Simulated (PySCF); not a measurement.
All values below come from B3LYP-D3(BJ)/def2-TZVP run with PySCF. All species are isolated molecules in the gas phase. One relaxed conformer stands for a flexible species; it need not be the lowest. B3LYP has the VWN-RPA correlation part, as in Gaussian. Delta-SCF ions had no search for a lower state. Excitations are Tamm–Dancoff values on a coarser integration grid. The basis has no diffuse functions, so Rydberg states are missing or too high.

Reference species (SMILES): `O=CC=O` (O–C–C–O torsion 180°) (neutral, multiplicity 1).

```yaml
S1 oscillator strength: 0.000
T1 excitation (TDA): 2.01 eV
vertical ionisation energy (Delta-SCF): 10.40 eV
```

Changed species: `O=C1CO1`.

Problem. Give the shifts of the S1 oscillator strength, T1 excitation (TDA) and vertical ionisation energy (Delta-SCF).

Solution. the S1 oscillator strength stays essentially unchanged; the T1 excitation (TDA) rises by 3.28 eV, to 5.29 eV; the vertical ionisation energy (Delta-SCF) rises by 0.59 eV, to 10.99 eV.
